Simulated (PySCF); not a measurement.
## Gas-phase thermal properties of N₂O

Energies from PySCF (xtb for GFN2), thermal terms from the rigid-rotor harmonic-oscillator model, ideal gas at 1 bar. 'Table' is the NASA 1993 thermochemical table (part measured, part estimated). 6-31G* has spherical d functions here. All species are closed-shell singlets. B3LYP is the form with VWN-RPA correlation. The harmonic model lacks anharmonicity and excited electronic states, which grow with temperature; levels with a mode under 35 cm⁻¹ are left out.

```tsv
level	point group	σ	ZPE (kJ/mol)	S°298 (J/mol/K)	Cp298 (J/mol/K)	S°1000 (J/mol/K)	H1000 − H298 (kJ/mol)
table	-	-	-	220.0	38.6	277.0	34.2
B3LYP/6-31G*	C∞v	1	29.5	219.8	38.1	275.8	33.7
GFN2-xTB	C∞v	1	31.1	220.1	39.0	276.1	33.5
HF/6-31G*	C∞v	1	32.5	218.3	36.5	272.7	32.8
PBE/def2-SVP	C∞v	1	29.2	220.1	38.5	276.5	33.8
PBE0/def2-TZVP	C∞v	1	30.3	219.1	37.5	274.6	33.4
```
σ: rotational symmetry number. Electronic degeneracy used: 1. Frequencies are unscaled.
